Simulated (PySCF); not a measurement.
**Bond length, frequency and bond energy of MgO by level of theory**

State: ³Π (triplet), unpaired electrons σ ↑, π ↑. Set-up: PySCF, no relativity, basis sets Mg aug-cc-pVDZ, O aug-cc-pVDZ. De refers to Mg + O in their high-spin ground configurations, without counterpoise correction. The functionals are run spin-unrestricted. A positive dipole means Mg(−)O(+).

| Level | Re (Å) | ωe (cm⁻¹) | De (eV) | μ (D) | CPU s a point (SCF and correlation, without the integrals) |
| --- | --- | --- | --- | --- | --- |
| UHF | 1.874 | 678 | 1.35 | -3.32 | 0.17 |
| UHF-MP2 | 1.904 | 627 | 2.40 | n/a | 0.28 |
| UHF-SCS-MP2 | 1.904 | 626 | 2.23 | n/a | n/a |
| UHF-CCSD | 1.903 | 627 | 2.00 | n/a | n/a |
| UHF-CCSD(T) | 1.908 | 617 | 2.08 | n/a | 8.8 |
| PBE | 1.919 | 586 | 2.60 | -3.03 | 0.5 |
| r²SCAN | 1.898 | 622 | 2.69 | -3.14 | 0.7 |
| TPSSh | 1.907 | 606 | 2.40 | -2.97 | 0.84 |
| PBE0 | 1.894 | 625 | 2.37 | -3.18 | 1 |
| MN15 | 1.902 | 609 | 2.24 | -3.68 | 0.83 |
| LC-ωPBE | 1.887 | 642 | 2.61 | -3.18 | 0.75 |
| B2PLYP | 1.900 | 621 | 2.31 | -3.42 | 0.55 |

Q: Which functional lies closest to UHF-CCSD(T) in De, which farthest, and by how much do they differ from it?

A: Closest is MN15 (-0.6 pm in Re, -1.3 % in ωe, +0.16 eV in De against UHF-CCSD(T) in the same basis), farthest r²SCAN (-1.0 pm in Re, +0.8 % in ωe, +0.61 eV in De). CCSD(T) converges more slowly with the basis than the functionals do and binds too weakly in this one, so the order can change at the basis-set limit.

Q: What does second-order correlation do here, going from UHF to UHF-MP2?

A: UHF-MP2 less UHF: +3.0 pm in Re, -7.5 % in ωe, +1.05 eV in De. Correlation nearly always deepens the well. The bond lengthens, as in strong covalent bonds, where excitations into antibonding orbitals dominate.

Q: What does all correlation do here, going from UHF to UHF-CCSD(T)?

A: UHF-CCSD(T) less UHF: +3.4 pm in Re, -9.0 % in ωe, +0.73 eV in De. Correlation nearly always deepens the well. The bond lengthens, as in strong covalent bonds, where excitations into antibonding orbitals dominate.

Correlated steps freeze 2 core orbitals. Correlated levels converge slowly with the basis: in double zeta they bind strong bonds too weakly, by up to about 1 eV, and carry superposition errors of some tenths. Counting both spins, an empty level lies below a filled one in some of these solutions, because spin and occupation are held. B2PLYP dipoles, levels and charges come from its SCF part alone. The state is the lowest determinant that a PBE0 search found; another state may lie lower at other levels.

The whole job (state search and all levels along the bond) took about 2.7 min on 1 thread of Intel Xeon Platinum 8259CL @ 2.50GHz (shared host), peak memory 0.62 GiB.
